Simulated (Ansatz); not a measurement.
# SiN (doublet): from Hartree-Fock to the top rungs, def2-TZVPP

One table from this session's results is given with a row withheld; the runs are named, their logs left out.

Program: Ansatz 0.2.0, Gaussian basis. Level of theory: def2-TZVPP, core rule «outside noble gas», up to 6 orbitals frozen. These are calculated values, not measurements.

To be run: UHF; ROHF; CCSD(T) on UHF.

### The system

The geometry is a PBE0/def2-TZVP stationary point (not a proven minimum) of the parent state, kept for this charge and spin.

2 atoms, charge 0, spin multiplicity 2.

Atoms are counted from 1 here; the program's logs count them from 0.

Bond lengths: Si1–N2 1.889 Å.

The first run:

The input, in.yaml:

```yaml
crystal:
  periodic: [false, false, false]
  atoms:
    - {symbol: Si, position_ang: [0.000000, 0.000000, 0.000000]}
    - {symbol: N, position_ang: [0.000000, 0.000000, 1.889128]}
basis:
  gaussian: {orbitals: def2-TZVPP}
magnetization: {spin_polarized: true, initial_magnetization: 1}
hamiltonian: {xc: hf}
output: {orbitals: {seedname: orbitals}}
```

The run is started by

```sh
$ ansatz run in.yaml --threads 1 --pin off --events-out ev --progress --plain --max-ram 4096MiB --backend cpu
```

Steps of the session up to this table: UHF; ROHF; CCSD(T) on UHF.

One of the session's tables, all rows but one given; the rest of the session is left out.

```
  method  from UCCSD(T) (meV)
    ROHF              +8510.7
     UHF                    ?
    UMP2              +1746.4
   UCCSD               +425.5
UCCSD(T)                    0
```

Estimate the missing values for UHF.

**Answer.** from UCCSD(T) (meV): +7337.7. In the column «from UCCSD(T) (meV)» it lies between UMP2 (+1746.4) and ROHF (+8510.7).

Caveats from the session: The determinant is far from a pure spin state, so its energy mixes those of several spin states (harmless only where they are near-degenerate, as at dissociation).
